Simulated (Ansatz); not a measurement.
Energy needed to pull apart BNHF (SMILES N=BF), closed shell, into free ground-state atoms, from the structure below (displaced at random from a GFN2-xTB minimum); no zero-point or spin–orbit terms; open-shell atoms are treated unrestricted, in their ground-state multiplicity.

N1  (0.817, -0.019, -0.098)
B2  (-0.556, 0.114, -0.010)
F3  (-1.722, 0.299, 0.204)
H4  (1.592, -0.137, -0.303)
(Å)

Computed with Ansatz 0.2.0 (basis: def2-TZVPP); correlated methods freeze the cores. B3LYP uses VWN-RPA correlation.

```json
{"method": "PBE-D4", "atomization energy (kcal/mol)": "365.5"}
{"method": "r2SCAN-D4", "atomization energy (kcal/mol)": "349.5"}
{"method": "PBE0-D4", "atomization energy (kcal/mol)": "348.8"}
{"method": "B3LYP-D4", "atomization energy (kcal/mol)": "?"}
{"method": "HSE06-D4", "atomization energy (kcal/mol)": "?"}
{"method": "wB97M-V", "atomization energy (kcal/mol)": "350.8"}
{"method": "HF", "atomization energy (kcal/mol)": "222.6"}
{"method": "MP2", "atomization energy (kcal/mol)": "352.2"}
{"method": "CCSD", "atomization energy (kcal/mol)": "323.8"}
{"method": "CCSD(T)", "atomization energy (kcal/mol)": "333.0"}
```

What does HSE06-D4 give? (Judge from chemistry; the value comes from the calculation.)

The calculation gives: 349.4 kcal/mol, which is about 16.4 kcal/mol more than CCSD(T)/def2-TZVPP.

What does B3LYP-D4 give? (An estimate is asked for; the value comes from the calculation.)

By the calculation: 351.6 kcal/mol, which is about 18.7 kcal/mol more than CCSD(T)/def2-TZVPP.

In triple zeta the MP2 and coupled-cluster atomization energies are still short of their basis limit by a few kcal/mol a bond, whereas those of the functionals are nearly converged, so these differences are not deviations from converged CCSD(T).

No T1 diagnostic of these runs exceeds 0.017.

For scale, one of the runs: CCSD(T)/def2-TZVPP forces, 107 basis functions (an equivalent command: `ansatz run in.yaml --threads 4`). Time: 7 s of wall clock on 4 CPU threads; the host was shared. Peak host memory: 0.67 GiB.
